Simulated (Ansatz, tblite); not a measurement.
**The cluster Bi₃Te: a ladder of methods and basis sets**

How do method and basis change the picture of the cluster Bi₃Te (doublet)?

Program: Ansatz 0.2.0, Gaussian basis. Level of theory: as each input shows. These are calculated values, not measurements.

Levels to be run: GFN1-xTB, GFN2-xTB, PBE-D4/def2-TZVP, r2SCAN-D4/def2-TZVP, r2SCAN0-D4/def2-TZVP, B2PLYP/def2-TZVP, PBE-D4/def2-SVP, PBE0-D4/def2-SVP, PBE0-D4/def2-TZVPD, PBE-D4/def2-TZVPD, r2SCAN-D4/def2-TZVPD, CCSD(T)/def2-SVP, MP2/def2-TZVP, RPA/def2-TZVP.

2 further runs of the same task are left out: 2 set aside as unsound or not needed.

### Step 1. The geometry

The geometry is that of the doublet, from an earlier relaxation (PBE-D4/def2-SVP). At that level it is the lowest of the isomers that a small search found.

4 atoms, charge 0, spin multiplicity 2.

Bond lengths: Bi1–Bi3 3.021 Å, Bi1–Te4 2.939 Å, Bi2–Bi3 3.021 Å, Bi2–Te4 2.939 Å. Angles: Bi3–Bi1–Te4 76.6°, Bi3–Bi2–Te4 76.6°, Bi1–Bi3–Bi2 59.3°, Bi1–Te4–Bi2 61.1°.

Bi, Te take a core potential in the def2 sets. No spin-orbit coupling is included.

PBE0-D4/def2-TZVP was run before; its log isn't repeated, and its numbers join the tables.

### Step 2. GFN1-xTB

Tight binding, by tblite at 300 K electronic temperature and without a spin-polarisation term:

```python
tblite.interface.Calculator('GFN1-xTB', numbers, positions, charge=0, uhf=1).singlepoint()
```

Energy -283.6420 eV; 0.002 s.

### Step 3. GFN2-xTB

Tight binding, by tblite at 300 K electronic temperature and without a spin-polarisation term:

```python
tblite.interface.Calculator('GFN2-xTB', numbers, positions, charge=0, uhf=1).singlepoint()
```

Energy -279.4457 eV; 0.002 s.

### Step 4. PBE-D4/def2-TZVP

start.molden holds the orbitals of an earlier run on this state, given as this run's starting guess.

File in.yaml:

```yaml
crystal:
  periodic: [false, false, false]
  atoms:
    - {symbol: Bi, position_ang: [-1.663186, 0.335887, 0.403222]}
    - {symbol: Bi, position_ang: [1.033534, -0.626944, 1.257126]}
    - {symbol: Bi, position_ang: [0.802243, 1.878378, -0.415585]}
    - {symbol: Te, position_ang: [-0.172582, -1.587322, -1.244763]}
basis:
  gaussian: {orbitals: def2-TZVP, initial_orbitals: start.molden}
magnetization: {spin_polarized: true, initial_magnetization: 1}
hamiltonian: {xc: pbe, dispersion: d4}
scf: {omitted_lower_state_checks: [starts]}
output: {orbitals: {seedname: orbitals}}
```

On the command line:

```bash
ansatz run in.yaml --threads 4 --pin off --events-out ev --progress --plain --max-ram 8704MiB
```

The runs that follow: r2SCAN-D4/def2-TZVP; r2SCAN0-D4/def2-TZVP; B2PLYP/def2-TZVP; PBE-D4/def2-SVP; PBE0-D4/def2-SVP; PBE0-D4/def2-TZVPD; PBE-D4/def2-TZVPD; r2SCAN-D4/def2-TZVPD; CCSD(T)/def2-SVP; MP2/def2-TZVP; RPA/def2-TZVP.

Before running them: what should the planned runs give, taken together? Wanted: gap in def2-TZVP, named functionals, smallest and largest; correlation energy, CCSD(T)/def2-SVP; correlation energy, MP2/def2-TZVP; binding an atom, functionals in def2-TZVP; ⟨S²⟩ in def2-TZVP, named functionals, smallest and largest; PBE0 total energy, smallest basis above largest.

The runs gave:

```
                                                  quantity                                   value
 gap in def2-TZVP, named functionals, smallest and largest  0.76 eV (PBE-D4), 2.84 eV (r2SCAN0-D4)
                      correlation energy, CCSD(T)/def2-SVP                               -13.06 eV
                         correlation energy, MP2/def2-TZVP                               -47.46 eV
                 binding an atom, functionals in def2-TZVP   1.63 (r2SCAN0-D4) to 2.11 eV (PBE-D4)
⟨S²⟩ in def2-TZVP, named functionals, smallest and largest                            0.758, 0.781
           PBE0 total energy, smallest basis above largest          0.88 eV (def2-SVP, def2-TZVPD)
```

What this shows: Over the named functionals in def2-TZVP the gap runs from 0.76 eV (PBE-D4) to 2.84 eV (r2SCAN0-D4); exact exchange widens it. Over the named functionals in def2-TZVP spin contamination reaches 0.03 (r2SCAN0-D4), which is small. Notes on CCSD(T)/def2-SVP: spin contamination.
